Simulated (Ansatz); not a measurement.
# H2S ··· SiNH5

The pair of H2S (SMILES S, atoms 1–3) and SiNH5 (SMILES [SiH3]N, atoms 4–10), both closed shells, in one local arrangement (a lower one may exist), relaxed at PBE0-D4/def2-TZVP:

S1  (0.476, 0.841, -2.771)
H2  (-0.058, 0.224, -1.691)
H3  (1.728, 0.523, -2.407)
Si4  (0.057, 0.154, 1.389)
N5  (-0.801, -0.719, 0.163)
H6  (1.506, 0.051, 1.079)
H7  (-0.395, 1.565, 1.325)
H8  (-0.149, -0.341, 2.781)
H9  (-1.804, -0.609, 0.121)
H10  (-0.561, -1.688, 0.011)
(Å)

Program: Ansatz 0.2.0. Basis: def2-TZVPPD, with def2-QZVPPD for the basis limit. Cores are frozen in the correlated methods. B3LYP uses VWN-RPA correlation. Extrapolation: Hartree–Fock as exp(−7.88 √X), correlation as X^−2.97. Interaction energies count from these two fragments, frozen as in the pair, with the counterpoise correction; negative means bound.

**Question.** What is the interaction energy by CCSD(T) at an estimated basis limit (MP2 extrapolated from triple and quadruple zeta, plus CCSD(T) − MP2 in triple zeta)? (An estimate is asked for; the value comes from the calculation.)

**Answer.** The calculation gives: -11.6 kJ/mol. Hartree–Fock alone gives 1.3 kJ/mol at the basis limit, so without correlation the pair would not bind at this distance. It counts from the two fragments frozen as in the pair.

The same quantity by other methods in triple zeta, and each one's difference from that estimate:
| method | E_int (kJ/mol) | difference |
| --- | --- | --- |
| PBE-D4 | -16.0 | -4.5 |
| revPBE-D4 | -14.1 | -2.6 |
| BLYP-D4 | -13.6 | -2.0 |
| r2SCAN-D4 | -13.4 | -1.9 |
| B97M-V | -11.6 | -0.1 |
| PBE0-D4 | -14.7 | -3.2 |
| B3LYP-D4 | -13.5 | -1.9 |
| HSE06-D4 | -14.7 | -3.1 |
| wB97X-V | -11.2 | 0.3 |
| wB97M-V | -10.9 | 0.7 |
| B2PLYP | -7.8 | 3.8 |
| HF | 1.3 | 12.8 |
| MP2 | -11.1 | 0.4 |
| CCSD | -7.8 | 3.8 |
| CCSD(T) | -9.8 | 1.8 |
Differences are method less estimate.

**Question.** Which atoms make the shortest contact between the fragments?

**Answer.** H2 and N5, 2.21 Å apart.

Basis-set superposition shift (counterpoise-corrected less uncorrected): CCSD(T) 2.4; MP2 2.4; HF 0.4; PBE0-D4 0.4; wB97M-V 0.5 kJ/mol.

T1 diagnostic: at most 0.011.

For scale, one of the runs: CCSD(T)/def2-TZVPPD, 255 basis functions, launched by `ansatz run in.yaml --threads 4 --pin off --events-out ev --progress --plain --max-ram 9574MiB`. Hardware: 4 CPU threads of an Intel Xeon Platinum 8259CL, shared host. Wall time 55 s; peak host memory 5.3 GiB.
